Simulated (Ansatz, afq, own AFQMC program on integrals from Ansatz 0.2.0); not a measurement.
# Si$_{2}$H$_{2}$, singlet: AFQMC among the cluster methods

```yaml
atoms:
  - { symbol: Si, position_ang: [0.0000, 0.0641, 1.0054] }
  - { symbol: Si, position_ang: [0.0000, -0.0046, -1.0948] }
  - { symbol: H, position_ang: [0.0000, -0.3818, 2.4302] }
  - { symbol: H, position_ang: [0.0000, -1.2748, 0.0623] }
```

Connectivity, by distances: SiH–Si, 1 bridging H.

Basis cc-pVDZ. Only valence electrons are correlated. Integrals, coupled cluster, full CI and functionals: Ansatz 0.2.0; the random walks run on the same integrals in our own AFQMC program. ph-AFQMC/CISD is guided by a CISD state made of CCSD amplitudes; releasing the constraint for a short imaginary time cuts its bias at the price of noise, slowly where states lie close. Error bars are statistical, one sigma.

Determinant: UHF, the one that the program's search chose, which needn't be the lowest solution. The geometry is a PBE0/def2-TZVP stationary point of this or a neighbouring charge and spin state.

No full CI on the walks' own integrals is used here; CCSDT(Q) serves as the reference and is uncertain by about the last step of the cluster series.

Cautions: higher spins were not checked; an unrestricted solution with more broken spin lies lower (56 meV, ⟨S²⟩ 0.34), while this determinant keeps restricted orbitals.

- T1 diagnostic: 0.0194
- weight of the determinant in the CISD state: 0.838
- ⟨S²⟩ of the determinant: 0.000
- size of the correlated space: 10 electrons in 36 orbitals

Reference: CCSDT(Q), correlation energy -6.452 eV. The released energy is read at 2.40 1/Eh (meV from the phaseless value at times in 1/Eh: 7 ± 16 at 0.24, -9 ± 17 at 0.51, -26 ± 19 at 0.99, -61 ± 21 at 1.62, -34 ± 27 at 2.40).

| level | E − E(reference) (meV) | share of correlation (%) |
| --- | --- | --- |
| HF | 6452.4 | 0.00 |
| MP2 | 1260.3 | 80.47 |
| CCSD | 376.4 | 94.17 |
| CCSD(T) | 62.1 | 99.04 |
| CCSDT | 27.4 | 99.57 |
| ph-AFQMC/HF | 29.9 ± 47.1 | 99.54 |
| ph-AFQMC/CISD | 39.3 ± 16.5 | 99.39 |
| released AFQMC | 5.6 ± 27.3 | 99.91 |

A walk keeps the symmetry of its determinant, which the program's search chose and which needn't be the lowest solution, so a lower state of the same spin and another symmetry isn't excluded. Released energies are given only where the last usable release times agree within the noise; a slower fall can still hide under it.
